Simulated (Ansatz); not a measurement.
Two isomers of C3H5NO: A = `NC1=COC1`, B = `CC1(O)C=N1`.

Gas-phase electronic energies from Ansatz, PBE0-D4/def2-TZVP geometries. CCSD(T)/CBS is the MP2 limit (def2-TZVPP, def2-QZVPP) plus CCSD(T) − MP2 in def2-TZVPP, frozen cores. DFT in def2-TZVPP. B3LYP here is the variant with VWN-RPA as its local correlation; programs differ in this. One conformer a species, not always the lowest.

(1) Which is lower in electronic energy at CCSD(T)/CBS, and by how much? (Best estimate.)

(2) Give E(B) − E(A) in kJ/mol with HF/def2-TZVPP, r2SCAN-D4, CCSD/def2-TZVPP, B3LYP, MP2/def2-TZVPP, PBE-D4, CCSD(T)/def2-SVP. (Best estimate.)

(3) Does the order hold for the free energy at 298.15 K (harmonic terms from PBE0-D4)? (Estimate.)

Largest T1 diagnostic: 0.013.

## Answers

(1) The calculation gave: B, by 20.1 kJ/mol.

(2) Ansatz gave: HF/def2-TZVPP -21.6, r2SCAN-D4 -14.4, CCSD/def2-TZVPP -20.6, B3LYP -10.3, MP2/def2-TZVPP -25.6, PBE-D4 -6.3, CCSD(T)/def2-SVP -30.4. None reverses the order clearly.

(3) The calculation gave: Yes: G(B) − G(A) = -27.9 kJ/mol, for one conformer each.

At CCSD(T), def2-SVP lies −10.4 kJ/mol from the extrapolated value and def2-TZVPP −1.0 kJ/mol. Leaving LDA and LC-ωPBE aside and taking each functional with its dispersion term where it has one, the values, not all of them listed here, spread over 11.5 kJ/mol, from ωB97X-V to PBE-D4. LDA lies +14.9 kJ/mol from PBE without D4.
